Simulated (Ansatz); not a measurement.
[NH₂···H···CH₃], doublet: transfer scan

Starting geometry:

```yaml
atoms:
  - { symbol: N, position_ang: [-1.2557, -0.0178, -0.0277] }
  - { symbol: H, position_ang: [-1.5529, 0.9501, -0.0277] }
  - { symbol: H, position_ang: [-1.5529, -0.4201, 0.8526] }
  - { symbol: H, position_ang: [-0.2432, -0.0178, -0.0277] }
  - { symbol: C, position_ang: [1.3943, -0.0178, -0.0277] }
  - { symbol: H, position_ang: [1.3943, -1.0978, -0.0277] }
  - { symbol: H, position_ang: [1.3943, 0.5222, 0.9077] }
  - { symbol: H, position_ang: [1.3943, 0.5222, -0.9630] }
```

From there H4 is moved from one fragment to the other while all else, the fragments' distance too, stays fixed; atoms are numbered as listed. Energies are in kJ/mol, counted from the starting geometry at the same level.

Basis cc-pVDZ; Ansatz 0.2.0. Only valence electrons are correlated (noble-gas cores frozen). R marks a restricted (for open shells ROHF) determinant, U an unrestricted one.

For open shells CISD is restricted-active-space CI with the open shells as a complete middle space.

Full CI isn't at hand for all of this; UCCSDT(Q) serves as the reference, and is uncertain by about the last step of the cluster series. The frozen core follows each run's orbitals, which can shift R against U totals by a few meV.

```
distance N1-H4 (Å)  UCCSDT(Q)  error UHF  error CISD  error UCCSD  error UCCSD(T)  error BCCD(T)  error UCCSDT
             1.012        0.0        0.0         0.0          0.0             0.0            0.0           0.0
             1.091        9.6       10.4         4.5          1.5             0.3            0.2           0.1
             1.247       54.5       30.5        16.9          5.1             0.9            0.8           0.4
             1.404       81.4       30.9        19.8          5.8             0.9            0.8           0.3
             1.560       93.3        8.0         6.1          2.4             0.3            0.3           0.0
```

Errors are those of relative energies. In total energy the starting point itself misses UCCSDT(Q) by: UHF 966.0, CISD 107.8, UCCSD 22.7, UCCSD(T) 3.2, BCCD(T) 3.3, UCCSDT 1.3 kJ/mol.

Spread of the error over the points with a reference, to 1.560 Å (largest less smallest): UCCSDT 0.4, BCCD(T) 0.8, UCCSD(T) 0.9, UCCSD 5.8, CISD 19.8, UHF 30.9 kJ/mol.
